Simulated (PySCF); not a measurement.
**C2H3NO (Nitrosoethylene) at SPZ81/pcseg-2 (Coulomb fitting set)**

What is the electrostatic solvation energy at fixed shape (IEF-PCM, diethylether) of C2H3NO (Nitrosoethylene) at SPZ81/pcseg-2 (Coulomb fitting set)? 

The results are computed with PySCF 2.14.0.

3 further runs of the same task are left out: 3 set aside as unsound or not needed.

### 1 Starting point

C2H3NO: 7 atoms, total charge 0, spin state singlet. SMILES: `C=CN=O`. Geometry: relaxed at GFN2-xTB. This is one conformer, not always the lowest.

Bond lengths: C1–C2 1.333 Å, C2–N3 1.394 Å, N3–O4 1.223 Å, C1–H5 1.076 Å, C1–H6 1.077 Å, C2–H7 1.089 Å. Angles: C1–C2–N3 117.8°, C2–N3–O4 116.8°, C1–C2–H7 123.3°, N3–C2–H7 119.0°, C2–C1–H5 122.2°, C2–C1–H6 120.0°, H5–C1–H6 117.8°.

### 2 A single-point energy at SPZ81/pcseg-2 (Coulomb fitting set)

File calc.py:

```python
from pyscf import gto, dft

mol = gto.M(
    atom='''
C    0.081500   0.995430  -0.388800
C   -0.094490  -0.113520   0.329820
N    0.130530  -1.337440  -0.299060
O   -0.034450  -2.342590   0.377050
H   -0.070210   1.977120   0.025920
H    0.388770   0.927080  -1.419090
H   -0.401660  -0.106080   1.374160
''',
    verbose=4,
    basis='pcseg-2',
    max_memory=1860,
)

myscf = dft.RKS(mol)
myscf.xc = 'lda,pz'
myscf = myscf.density_fit(auxbasis='def2-universal-jfit')
myscf.kernel()

e_final = myscf.e_tot
print('E(%s) = %.9f' % ('SPZ81', e_final))
```

The run is started by

```console
$ OMP_NUM_THREADS=1 python calc.py
```

Output:

```text
PySCF version 2.14.0

[INPUT] num. atoms = 7
[INPUT] num. electrons = 30
[INPUT] charge = 0
[INPUT] spin (= nelec alpha-beta = 2S) = 0
[INPUT] symmetry False subgroup None
[INPUT] Mole.unit = angstrom
[INPUT] Symbol           X                Y                Z      unit          X                Y                Z       unit  Magmom
[INPUT]  1 C      0.081500000000   0.995430000000  -0.388800000000 AA    0.154012679152   1.881090076176  -0.734725517231 Bohr   0.0
[INPUT]  2 C     -0.094490000000  -0.113520000000   0.329820000000 AA   -0.178560221510  -0.214521709661   0.623269470404 Bohr   0.0
[INPUT]  3 N      0.130530000000  -1.337440000000  -0.299060000000 AA    0.246665951039  -2.527395308038  -0.565141494812 Bohr   0.0
[INPUT]  4 O     -0.034450000000  -2.342590000000   0.377050000000 AA   -0.065101064991  -4.426853522145   0.712521235267 Bohr   0.0
[INPUT]  5 H     -0.070210000000   1.977120000000   0.025920000000 AA   -0.132677671206   3.736215315400   0.048981701149 Bohr   0.0
[INPUT]  6 H      0.388770000000   0.927080000000  -1.419090000000 AA    0.734668825447   1.751927295562  -2.681691446109 Bohr   0.0
[INPUT]  7 H     -0.401660000000  -0.106080000000   1.374160000000 AA   -0.759027395193  -0.200462147294   2.596786051332 Bohr   0.0

nuclear repulsion = 104.890510040759
number of shells = 25
number of NR pGTOs = 235
number of NR cGTOs = 162
basis = pcseg-2
ecp = {}

******** <class 'pyscf.df.df_jk.DFRKS'> ********
method = DFRKS
initial guess = minao
damping factor = 0
level_shift factor = 0
DIIS = <class 'pyscf.scf.diis.CDIIS'>
diis_start_cycle = 1
diis_space = 8
diis_damp = 0
SCF conv_tol = 1e-09
SCF conv_tol_grad = None
SCF max_cycles = 50
direct_scf = False
XC library pyscf.dft.libxc version 7.0.0
    S. Lehtola, C. Steigemann, M. J.T. Oliveira, and M. A.L. Marques.,  SoftwareX 7, 1–5 (2018)
XC functionals = lda,pz
    P. A. M. Dirac.,  Math. Proc. Cambridge Philos. Soc. 26, 376 (1930)
    F. Bloch.,  Z. Phys. 57, 545 (1929)
    J. P. Perdew and A. Zunger.,  Phys. Rev. B 23, 5048 (1981)
radial grids:
    Treutler-Ahlrichs [JCP 102, 346 (1995); DOI:10.1063/1.469408] (M4) radial grids

becke partition: Becke, JCP 88, 2547 (1988); DOI:10.1063/1.454033
pruning grids: <function nwchem_prune>
grids dens level: 3
symmetrized grids: False
atomic radii adjust function: <function treutler_atomic_radii_adjust>
small_rho_cutoff = 0
Set gradient conv threshold to 3.16228e-05
Initial guess from minao.
tot grids = 85648
init E= -206.665313882951
  HOMO = -0.252443066512015  LUMO = -0.186998111512226  gap/eV = 1.78085
cycle= 1 E= -206.156768459698  delta_E= 0.509  |g|= 0.726  |ddm|= 2.33
  HOMO = -0.0776505355190243  LUMO = -0.0711624137636691  gap/eV = 0.17655
cycle= 2 E= -204.702181974598  delta_E= 1.45  |g|= 2.46  |ddm|= 2.36
  HOMO = -0.206467321761391  LUMO = -0.14919649314286  gap/eV = 1.55842
cycle= 3 E= -206.109434654925  delta_E= -1.41  |g|= 0.71  |ddm|= 2.27
  HOMO = -0.153260507267117  LUMO = -0.139797663978644  gap/eV = 0.36634
cycle= 4 E= -206.207845528476  delta_E= -0.0984  |g|= 0.446  |ddm|= 0.94
  HOMO = -0.190686042189258  LUMO = -0.162548452727034  gap/eV = 0.76566
cycle= 5 E= -206.256612959835  delta_E= -0.0488  |g|= 0.0958  |ddm|= 0.49
  HOMO = -0.187646283602675  LUMO = -0.161715285641694  gap/eV = 0.70562
cycle= 6 E= -206.258227158264  delta_E= -0.00161  |g|= 0.0527  |ddm|= 0.102
  HOMO = -0.188646577684565  LUMO = -0.161021016216795  gap/eV = 0.75173
cycle= 7 E= -206.258879321841  delta_E= -0.000652  |g|= 0.0135  |ddm|= 0.041
  HOMO = -0.188680991927091  LUMO = -0.16152662226593  gap/eV = 0.73891
cycle= 8 E= -206.258930098063  delta_E= -5.08e-05  |g|= 0.00396  |ddm|= 0.0105
  HOMO = -0.188045763459732  LUMO = -0.161101907406749  gap/eV = 0.73318
cycle= 9 E= -206.258934706703  delta_E= -4.61e-06  |g|= 0.000277  |ddm|= 0.00603
  HOMO = -0.188071958914598  LUMO = -0.161123101037367  gap/eV = 0.73332
cycle= 10 E= -206.258934728413  delta_E= -2.17e-08  |g|= 8.65e-05  |ddm|= 0.000401
  HOMO = -0.188070352532073  LUMO = -0.16112245712821  gap/eV = 0.73329
cycle= 11 E= -206.258934730586  delta_E= -2.17e-09  |g|= 1.31e-05  |ddm|= 8.53e-05
  HOMO = -0.188070818255904  LUMO = -0.161122933924386  gap/eV = 0.73329
cycle= 12 E= -206.258934730624  delta_E= -3.85e-11  |g|= 5.92e-06  |ddm|= 3.46e-05
  HOMO = -0.188070424928119  LUMO = -0.161122526950258  gap/eV = 0.73329
Extra cycle  E= -206.2589347306  delta_E= 2.42e-11  |g|= 9.66e-06  |ddm|= 4.24e-05
converged SCF energy = -206.2589347306
E(SPZ81) = -206.258934731
```

Wall time 6.9 s (1 thread of Intel Xeon 6975P-C (Granite Rapids), shared host); peak memory 0.3 GiB.

### 3 A single-point energy at SPZ81/pcseg-2 (Coulomb fitting set, IEF-PCM diethylether)

File calc.py:

```python
from pyscf import gto, dft, solvent

system = gto.M(
    atom='''
C      0.081500     0.995430    -0.388800
C     -0.094490    -0.113520     0.329820
N      0.130530    -1.337440    -0.299060
O     -0.034450    -2.342590     0.377050
H     -0.070210     1.977120     0.025920
H      0.388770     0.927080    -1.419090
H     -0.401660    -0.106080     1.374160
''',
    charge=0,
    verbose=4,
    max_memory=1860,
    basis='pcseg-2',
)

mf = dft.RKS(system, xc='lda,pz')
mf = mf.density_fit(auxbasis='def2-universal-jfit')
mf = mf.PCM()
mf.with_solvent.method = 'IEF-PCM'
mf.with_solvent.eps = 4.24
mf.kernel()

etot = mf.e_tot
print('E = %.10f Eh' % etot)
```

The run is started by

```console
$ OMP_NUM_THREADS=1 python calc.py
```

Output:

```text
PySCF version 2.14.0

[INPUT] num. atoms = 7
[INPUT] num. electrons = 30
[INPUT] charge = 0
[INPUT] spin (= nelec alpha-beta = 2S) = 0
[INPUT] symmetry False subgroup None
[INPUT] Mole.unit = angstrom
[INPUT] Symbol           X                Y                Z      unit          X                Y                Z       unit  Magmom
[INPUT]  1 C      0.081500000000   0.995430000000  -0.388800000000 AA    0.154012679152   1.881090076176  -0.734725517231 Bohr   0.0
[INPUT]  2 C     -0.094490000000  -0.113520000000   0.329820000000 AA   -0.178560221510  -0.214521709661   0.623269470404 Bohr   0.0
[INPUT]  3 N      0.130530000000  -1.337440000000  -0.299060000000 AA    0.246665951039  -2.527395308038  -0.565141494812 Bohr   0.0
[INPUT]  4 O     -0.034450000000  -2.342590000000   0.377050000000 AA   -0.065101064991  -4.426853522145   0.712521235267 Bohr   0.0
[INPUT]  5 H     -0.070210000000   1.977120000000   0.025920000000 AA   -0.132677671206   3.736215315400   0.048981701149 Bohr   0.0
[INPUT]  6 H      0.388770000000   0.927080000000  -1.419090000000 AA    0.734668825447   1.751927295562  -2.681691446109 Bohr   0.0
[INPUT]  7 H     -0.401660000000  -0.106080000000   1.374160000000 AA   -0.759027395193  -0.200462147294   2.596786051332 Bohr   0.0

nuclear repulsion = 104.890510040759
number of shells = 25
number of NR pGTOs = 235
number of NR cGTOs = 162
basis = pcseg-2
ecp = {}

******** <class 'pyscf.solvent._attach_solvent.PCMDFRKS'> ********
method = PCMDFRKS
initial guess = minao
damping factor = 0
level_shift factor = 0
DIIS = <class 'pyscf.scf.diis.CDIIS'>
diis_start_cycle = 1
diis_space = 8
diis_damp = 0
SCF conv_tol = 1e-09
SCF conv_tol_grad = None
SCF max_cycles = 50
direct_scf = False
XC library pyscf.dft.libxc version 7.0.0
    S. Lehtola, C. Steigemann, M. J.T. Oliveira, and M. A.L. Marques.,  SoftwareX 7, 1–5 (2018)
XC functionals = lda,pz
    P. A. M. Dirac.,  Math. Proc. Cambridge Philos. Soc. 26, 376 (1930)
    F. Bloch.,  Z. Phys. 57, 545 (1929)
    J. P. Perdew and A. Zunger.,  Phys. Rev. B 23, 5048 (1981)
radial grids:
    Treutler-Ahlrichs [JCP 102, 346 (1995); DOI:10.1063/1.469408] (M4) radial grids

becke partition: Becke, JCP 88, 2547 (1988); DOI:10.1063/1.454033
pruning grids: <function nwchem_prune>
grids dens level: 3
symmetrized grids: False
atomic radii adjust function: <function treutler_atomic_radii_adjust>
small_rho_cutoff = 0
******** <class 'pyscf.solvent.pcm.PCM'> (In testing) ********

WARN: PCM is an experimental feature. It is still in testing.
Features and APIs may be changed in the future.

lebedev_order = 29 (302 grids per sphere)
eps = 4.24
frozen = False
Set gradient conv threshold to 3.16228e-05
[... 1 set-up line as earlier in the session ...]
tot grids = 85648
PCM E_diel = -0.000124829892564127
Solvent Energy = -0.000124829892564127
init E= -206.665438712843
  HOMO = -0.249252209797435  LUMO = -0.183485574708573  gap/eV = 1.78960
PCM E_diel = -0.0133414926007366
Solvent Energy = -0.0133414926007366
cycle= 1 E= -206.169274085845  delta_E= 0.496  |g|= 0.712  |ddm|= 2.33
  HOMO = -0.0931594753053927  LUMO = -0.0854552071169036  gap/eV = 0.20964
PCM E_diel = -0.0176974841191994
Solvent Energy = -0.0176974841191994
cycle= 2 E= -205.534149342593  delta_E= 0.635  |g|= 1.91  |ddm|=  2.4
  HOMO = -0.184181911220161  LUMO = -0.144918036106169  gap/eV = 1.06842
PCM E_diel = -0.0139764966246742
Solvent Energy = -0.0139764966246742
cycle= 3 E= -206.233777087682  delta_E= -0.7  |g|= 0.349  |ddm|= 2.09
  HOMO = -0.181612577818431  LUMO = -0.156439722666708  gap/eV = 0.68499
PCM E_diel = -0.00482872575071788
Solvent Energy = -0.00482872575071788
cycle= 4 E= -206.256951903947  delta_E= -0.0232  |g|= 0.17  |ddm|= 0.359
  HOMO = -0.200087077140664  LUMO = -0.165370137114053  gap/eV = 0.94470
PCM E_diel = -0.00832387887780209
Solvent Energy = -0.00832387887780209
cycle= 5 E= -206.263542926233  delta_E= -0.00659  |g|= 0.0717  |ddm|= 0.208
  HOMO = -0.19211494548912  LUMO = -0.159783820033539  gap/eV = 0.87977
PCM E_diel = -0.00715064606292834
Solvent Energy = -0.00715064606292834
cycle= 6 E= -206.264871439439  delta_E= -0.00133  |g|= 0.0177  |ddm|= 0.0751
  HOMO = -0.191380085597208  LUMO = -0.159057528799631  gap/eV = 0.87954
PCM E_diel = -0.00715163641399901
Solvent Energy = -0.00715163641399901
cycle= 7 E= -206.264935245557  delta_E= -6.38e-05  |g|= 0.00668  |ddm|= 0.0166
  HOMO = -0.19182685479209  LUMO = -0.159644958252265  gap/eV = 0.87571
PCM E_diel = -0.00715701430069397
Solvent Energy = -0.00715701430069397
cycle= 8 E= -206.264945227879  delta_E= -9.98e-06  |g|= 0.000521  |ddm|= 0.00529
  HOMO = -0.191788301255901  LUMO = -0.159613890155407  gap/eV = 0.87551
PCM E_diel = -0.00715446766769138
Solvent Energy = -0.00715446766769138
cycle= 9 E= -206.264945281252  delta_E= -5.34e-08  |g|= 7.57e-05  |ddm|= 0.000457
  HOMO = -0.191788449077878  LUMO = -0.159615521721756  gap/eV = 0.87547
PCM E_diel = -0.0071534584469603
Solvent Energy = -0.0071534584469603
cycle= 10 E= -206.264945282558  delta_E= -1.31e-09  |g|= 1.19e-05  |ddm|= 7.28e-05
  HOMO = -0.191787851138644  LUMO = -0.159614692767203  gap/eV = 0.87548
PCM E_diel = -0.00715343944235029
Solvent Energy = -0.00715343944235029
cycle= 11 E= -206.264945282584  delta_E= -2.63e-11  |g|= 1.76e-06  |ddm|= 1.25e-05
  HOMO = -0.191787766662603  LUMO = -0.15961474775429  gap/eV = 0.87547
PCM E_diel = -0.00715340613365925
Solvent Energy = -0.00715340613365925
Extra cycle  E= -206.264945282584  delta_E= -1.14e-13  |g|= 2.72e-06  |ddm|= 3.7e-06
converged SCF energy = -206.264945282584
E = -206.2649452826 Eh
```

It took 23 s on 1 thread of Intel Xeon 6975P-C (Granite Rapids), shared host; peak memory 0.42 GiB.

### 4 Summary of results

Level: SPZ81/pcseg-2 (Coulomb fitting set).

| quantity | value |
| --- | --- |
| gas phase: total energy | -206.25893 Eh |
| gas phase: dipole moment | 3.59 D |
| gas phase: HOMO energy | -5.12 eV |
| gas phase: LUMO energy | -4.38 eV |
| gas phase: HOMO–LUMO gap | 0.73 eV |
| IEF-PCM, diethylether: total energy | -206.26495 Eh |
| IEF-PCM, diethylether: dipole moment | 4.50 D |
| IEF-PCM, diethylether: HOMO energy | -5.22 eV |
| IEF-PCM, diethylether: LUMO energy | -4.34 eV |
| IEF-PCM, diethylether: HOMO–LUMO gap | 0.88 eV |
| IEF-PCM, diethylether: solvent term in the energy | -18.8 kJ/mol |
| energy change from gas to solvent at fixed shape | -0.164 eV |

**Reading.** The solvent model (IEF-PCM, diethylether) lowers the energy by 0.16 eV (−15.8 kJ/mol) at the same shape. It holds the electrostatic part alone, without cavity or dispersion terms. Mulliken charges (gas phase) run from -0.25 on O4 to +0.12 on H5; they depend strongly on the basis. Mulliken charges (IEF-PCM, diethylether) run from -0.28 on O4 to +0.14 on H5.
